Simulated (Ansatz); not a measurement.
**Abstraction of F: SiH3F + SiH2(CH3) → SiH3 + SiH2(CH3)F**

Species: SiH3F `F[SiH3]`, singlet; SiH2(CH3), doublet; SiH3 `[SiH3]`, doublet; SiH2(CH3)F, singlet. A radical takes F: the energy is the difference in strength between two Si–F bonds in different surroundings.

Shapes, held fixed at every level: PBE0-D4/def2-TZVP. Programs: Ansatz 0.2.0. The zero-point and thermal change to 298 K, harmonic and unscaled (PBE0-D4/def2-TZVP), is -1.7 kJ/mol.

| level | kind | ΔH(298 K) (kJ/mol) | less CCSD(T)/CBS estimate |
| --- | --- | --- | --- |
| HF/def2-TZVPP | Hartree–Fock | -15.5 | +0.6 |
| PBE-D4/def2-TZVPP | GGA | -15.4 | +0.7 |
| PBE0-D4/def2-TZVPP | global hybrid | -16.1 | 0.0 |
| r2SCAN0-D4/def2-TZVPP | global hybrid | -17.4 | -1.3 |
| wB97M-V/def2-TZVPP | range-separated hybrid | -17.6 | -1.5 |
| B2PLYP/def2-TZVPP | double hybrid | -15.4 | +0.7 |
| CCSD(T)/CBS estimate | coupled cluster or CI | -16.1 | 0.0 |

The highest level, CCSD(T)/CBS estimate, gives ΔH(298 K) = -16.1 kJ/mol; the levels span -17.6 to -15.4. The column of differences is taken from that level and isn't an error. No measured value is set beside it here. Open shells run unrestricted. The CBS estimate extrapolates MP2 from def2-TZVPP and def2-QZVPP and adds CCSD(T) − MP2 in the triple-zeta set, cores frozen.
